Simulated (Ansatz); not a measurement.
# H2O (triplet): wave-function methods side by side at distance H1–H2 along a hydrogen transfer = 0.693 Å, cc-pVDZ

How much of the correlation energy of H2O (triplet) does each wave-function method recover here?

Program: Ansatz 0.2.0, Gaussian basis. Level of theory: cc-pVDZ, core rule «outside noble gas», up to 1 orbitals frozen. These are calculated values, not measurements.

Plan: UHF; CCSD(T) on ROHF; CCSD(T) on UHF; BCCD(T) on ROHF; CISD; CCSDT(Q) on ROHF; CCSDT(Q) on UHF; CCSDTQ on ROHF; CCSDTQ on UHF; CASSCF and MRCISD+Q, 4 electrons in 4 orbitals; CASSCF and NEVPT2, 4 electrons in 4 orbitals; CASSCF and MRCISD+Q, 8 electrons in 6 orbitals; CASSCF and NEVPT2, 8 electrons in 6 orbitals; Full CI.

**1. What is computed**

The geometry derives from fragments relaxed apart (PBE0/def2-TZVP) and kept rigid, so it is no stationary point. A hydrogen atom is moved between rigid fragments.

3 atoms, charge 0, spin multiplicity 3.

Atoms are counted from 1 here; the program's logs count them from 0.

Bond lengths: H1–H2 0.693 Å.

**2. UHF**

in.yaml

```yaml
crystal:
  periodic: [false, false, false]
  atoms:
    - {symbol: H, position_ang: [0.000000, 0.000000, -0.886333]}
    - {symbol: H, position_ang: [0.000000, 0.000000, -0.193333]}
    - {symbol: O, position_ang: [0.000000, 0.000000, 1.079667]}
basis:
  gaussian: {orbitals: cc-pVDZ}
magnetization: {spin_polarized: true, initial_magnetization: 2}
hamiltonian: {xc: hf}
output: {orbitals: {seedname: orbitals}}
```

Launch:

```sh
ansatz run in.yaml --threads 1 --pin off --events-out ev --progress --plain --max-ram 2816MiB --backend cpu
```

After this run come: CCSD(T) on ROHF; CCSD(T) on UHF; BCCD(T) on ROHF; CISD; CCSDT(Q) on ROHF; CCSDT(Q) on UHF; CCSDTQ on ROHF; CCSDTQ on UHF; CASSCF and MRCISD+Q, 4 electrons in 4 orbitals; CASSCF and NEVPT2, 4 electrons in 4 orbitals; CASSCF and MRCISD+Q, 8 electrons in 6 orbitals; CASSCF and NEVPT2, 8 electrons in 6 orbitals; Full CI.

**Question.** What will the summary of the whole plan be? Wanted: FCI below the RHF energy; RMP2 from FCI; UMP2 from FCI; RCCSD from FCI; RCCSD(T) from FCI; UCCSD(T) from FCI; RCCSDT(Q) from FCI; UCCSDT(Q) from FCI; NEVPT2 pair from FCI.

As calculated:

| quantity | value |
| --- | --- |
| FCI below the RHF energy | -4.8060 eV |
| RMP2 from FCI | +720.2 meV |
| UMP2 from FCI | +697.4 meV |
| RCCSD from FCI | +62.1 meV |
| RCCSD(T) from FCI | +11.0 meV |
| UCCSD(T) from FCI | +9.8 meV |
| RCCSDT(Q) from FCI | -0.1 meV |
| UCCSDT(Q) from FCI | -1.4 meV |
| NEVPT2 pair from FCI | +598.2 meV |
| NEVPT2 valence from FCI | +812.7 meV |
| MRCISD+Q valence from FCI | +10.9 meV |
| levels within 1 kcal/mol (43 meV) | RCCSD(T), UCCSD(T), BCCD(T), RCCSDT, UCCSDT, RCCSDT(Q), UCCSDT(Q), RCCSDTQ, UCCSDTQ, MRCISD+Q valence |
| T1 diagnostic | 0.030 |
| effectively unpaired electrons | 2.01 |

RCCSD(T) misses by +11.0 meV, 0.2 % of the correlation energy. One determinant dominates. Of the multireference levels listed MRCISD+Q valence comes nearest in total energy (+10.9 meV), which doesn't show that its space is the better one. These misses are within one basis, not against nature; the frozen cores of restricted and unrestricted runs differ, which can shift their rows.
